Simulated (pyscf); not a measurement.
PySCF, gas phase, ωB97X-D3(BJ)/def2-SVP geometries. MP2 and CC: frozen core, UHF for open shells. ΔMP2 is the change of the MP2 total energy from the triple- to the quadruple-zeta basis.

Question: For the elementary gas-phase step •H₂C–OH -> H₂C=O + H• (doublet surface; H–O broken, none formed), what barrier and reaction energy does CCSD(T)/def2-TZVPP + ΔMP2(QZVPP) give, measured from the reactant's lowest minimum found?

Answer: ΔE‡ = 45.9 kcal/mol, ΔE = +35.4 kcal/mol. Zero-point energy shifts the barrier by -6.0 kcal/mol. It is a bond scission, with an imaginary mode of 1580i cm⁻¹. This is the saddle that the search found; another between the same sides may lie lower. The CCSD(T) − MP2 part came from Ansatz, without density fitting, on the same reference. A UHF reference is spin-contaminated (<S²> up to 0.95), which harms MP2 most.
